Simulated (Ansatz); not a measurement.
**How far a parabola holds: energy against volume of rock-salt CaO**

We consider rock-salt CaO, described by r²SCAN (Ansatz, a program for electronic structure, plane waves, PAW). Settings: plane-wave cutoff 560 eV, 12×12×12 k mesh, Fermi–Dirac smearing 0.01 eV, scalar-relativistic PAW data made under PBE. The cell has no free parameter but its volume, all volumes share cutoff and mesh, and the runs aren't spin-polarised. Energies are free energies at the run's smearing, counted from the lowest row; static lattice.

| V (Å³/atom) | E (meV/atom) |
|---|---|
| 12.951 | ? |
| 13.227 | 8.66 |
| 13.502 | 2.09 |
| 13.778 | 0.00 |
| 14.053 | 1.94 |
| 14.329 | 7.49 |

Problem. Using a parabola, estimate the missing E at V = 12.951 from the other rows, showing the fit.

Solution. With u = V - 13.8, the rows have u = -0.5730, -0.2980, -0.0220, 0.2530, 0.5290. Least squares gives E = -0.010 + 0.272·u + 26.604·u². Residuals (row less fit): 0.091, -0.181, 0.003, 0.178, -0.089; standard error 0.201 (degrees of freedom: 2). The fitted curve has its minimum at V = 13.8, where E = -0.01. Its curvature is d²E/dV² = 2 × 26.604 meV/Å⁶, so B = V0·d²E/dV² × 0.1602 = 118 GPa. At the withheld row, u = -0.8490, so E = -0.010 + 0.272 × (-0.8490) + 26.604 × (-0.8490)² = 18.935 meV/atom. The calculation gives 20.22 meV/atom, 1.285 meV/atom above the prediction (6.4 % of the range of E in the table). The row lies outside the fitted rows, so this is an extrapolation. From the scatter of the fitted rows alone, a prediction at this place has a standard error of 0.476 meV/atom, so the miss is 2.7 times that.

The residuals are curvature that a parabola lacks, not noise. A solid that stiffens under compression and softens on expansion lies above the parabola at the compressed end and under it at the expanded end, as this row does. A third-order Birch-Murnaghan fit to the whole scan has B0 = 117 GPa. Only scans are tabulated whose curvature falls smoothly with volume, and where the parabola meets the shown rows within 5 % of their range and misses the end by 0.1 meV or more.

Measured, for comparison: bulk modulus 120 GPa (low temperature, extrapolated to 0 K; as tabulated in Chen et al. (2018), doi:10.1103/physrevmaterials.2.073803). Computed less measured: bulk modulus -2.5 %.
